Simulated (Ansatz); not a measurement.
**Appearance energy of a fragment ion: CHO2 → CO+ + OH + e⁻**

Species: CHO2 `O=[C]O`, doublet; CO+, doublet; OH, doublet. 

Shapes, held fixed at every level: PBE0-D4/def2-TZVP. Flexible molecules stand in one conformer, not always the lowest. Programs: Ansatz 0.2.0. Electronic energies: no zero-point or thermal term.

Task: Estimate ΔE of this reaction.

Result: B2PLYP/def2-TZVPP gives ΔE = +15.28 eV; the levels span +13.15 to +16.77. The median of the levels is +15.33. No measured value is set beside it here. Spin contamination: CO+ (⟨S²⟩ up to 0.95). Open shells run unrestricted unless RO is named. The onset seen in experiment also holds zero-point changes and kinetic shifts. Times are processor times on shared x86 and Arm servers, and rough.

```csv
level,kind,ΔE (eV),CPU time (sum over the molecules)
HF/def2-SVP,Hartree–Fock,+13.30,–
HF/def2-TZVPP,Hartree–Fock,+13.15,–
SPW92/def2-TZVPP,LDA,+16.77,2.6 s
BHLYP-D4/def2-TZVPP,global hybrid,+15.22,4.1 s
r2SCAN0-D4/def2-TZVPP,global hybrid,+15.39,7.5 s
wB97M-V/def2-TZVPP,range-separated hybrid,+15.44,12 s
wB97X-V/def2-TZVPP,range-separated hybrid,+15.54,10 s
B2PLYP/def2-TZVPP,double hybrid,+15.28,6.5 s
```
